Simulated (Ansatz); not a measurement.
# The standard entropy of C2H2Cl4 (1,1,2,2-tetrachloroethane) from a frequency calculation

A singlet with charge 0, relaxed at PBE0-D4/def2-TZVP (Ansatz 0.2.0):

```xyz
8

Cl   -0.1699   -2.0781    0.5342
C     0.5470   -0.5129    0.1417
Cl    1.6100   -0.6752   -1.2589
C    -0.5470    0.5129   -0.1417
Cl    0.1699    2.0781   -0.5342
Cl   -1.6100    0.6753    1.2589
H     1.1524   -0.1981    0.9890
H    -1.1524    0.1981   -0.9890
```

Harmonic wavenumbers in cm⁻¹: 57, 166, 226, 296, 302, 320, 372, 741, 780, 784, 831, 1069, 1203, 1221, 1230, 1333, 3145, 3159.

Masses in u: Cl 35.45, C 12.011, H 1.008. Take T = 298.15 K, p = 1 bar, R = 8.3145 J/(mol K), kT/hc = 207.22 cm⁻¹, rigid rotor and harmonic oscillator.

**Question.** Work out S° at 298 K.

**Answer.** 
1. Translation (Sackur–Tetrode): S = R[3/2 ln M + 5/2 ln T − 1.1517] with M = 167.838 gives 172.7 J/(mol K).
2. Rotation: principal moments 303.797, 379.599, 667.905 u Å² give A, B, C = 0.0555, 0.0444, 0.0252 cm⁻¹; the symmetry number is σ = 2; q = (√π/σ)√((kT/hc)³/ABC) = 335470; S = R(ln q + 3/2) = 118.3.
3. Vibration: with u = ν̃/207.22, each mode gives R[u/(eᵘ − 1) − ln(1 − e⁻ᵘ)]; the sum is 63.9, most from 57 cm⁻¹ (19.1), 166 cm⁻¹ (10.4), 226 cm⁻¹ (8.0).
4. Electronic: R ln 1 = 0.0, from the spin multiplicity alone.
5. Sum: 172.7 + 118.3 + 63.9 + 0.0 = 354.9 J/(mol K).

No measured value is set beside it here. Where a soft mode is a torsion, a harmonic oscillator describes it poorly.
